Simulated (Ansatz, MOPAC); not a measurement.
# How methods differ on PH (SMILES [PH])

PH, triplet, SMILES `[PH]`. Each level relaxes the structure for itself.

Quantity: the harmonic wavenumber, in cm⁻¹. The values are calculated.

```
                             level            kind  program  value (cm⁻¹)
                              MNDO  semi-empirical    MOPAC          2723
                               PM3  semi-empirical    MOPAC          1608
                               RM1  semi-empirical    MOPAC          2999
                           PM6-DH+  semi-empirical    MOPAC          2736
                       UPBE/STO-3G             GGA   Ansatz          2610
                        UPBE/3-21G             GGA   Ansatz          2107
                        UPBE/6-31G             GGA   Ansatz          2138
 UPBE/6-31G* (spherical functions)             GGA   Ansatz          2292
UPBE/6-31G** (spherical functions)             GGA   Ansatz          2293
                     UPBE/6-311G**             GGA   Ansatz          2286
```

Harmonic and unscaled. The values span 1608 to 2999 cm⁻¹. Without the sets that lack polarisation functions the rows with a basis span only 2286 to 2293 cm⁻¹.
